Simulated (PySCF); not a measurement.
CH6N (charge +1).
SMILES: `[NH3+]C`

The calculation used MP2 and CCSD/aug-cc-pVDZ in PySCF, restricted Hartree–Fock reference, frozen core, non-relativistic, gas phase, PBE0-D3(BJ)/def2-SVP geometry.

E(HF) = -95.59148 Eh.

(1) How large is the problem?

(2) What are the MP2 and CCSD correlation energies?

(3) What is the T1 diagnostic?

## Answers

(1) 100 basis functions and 18 electrons; 2 orbitals frozen, which leaves o = 7 correlated occupied and v = 91 virtual orbitals. That is o·v = 637 singles and o·v(o·v + 1)/2 = 203203 distinct closed-shell doubles amplitudes before symmetry; the costliest CCSD step grows as o²v⁴ = 3.4 × 10^9.

(2) MP2 -0.3349 Eh and CCSD -0.3676 Eh, which gives totals of -95.92639 and -95.95912 Eh. That is 0.715 eV for each correlated electron at CCSD (965 kJ/mol in all, 0.383 % of the total energy); MP2 gives 91.1 % of the CCSD value.

(3) 0.0066, below the customary warning level of 0.02. It is the norm of the spatial-orbital singles amplitudes over the root of the number of correlated electrons, so the norm is 0.025.

Connected triples and the basis-set limit are missing.

The job also held the EOM ionisation and excitation roots. The run took 2.2 min wall on one thread, Intel Xeon Platinum 8488C (x86_64), shared host, and the process peaked at 1.0 GiB of memory.
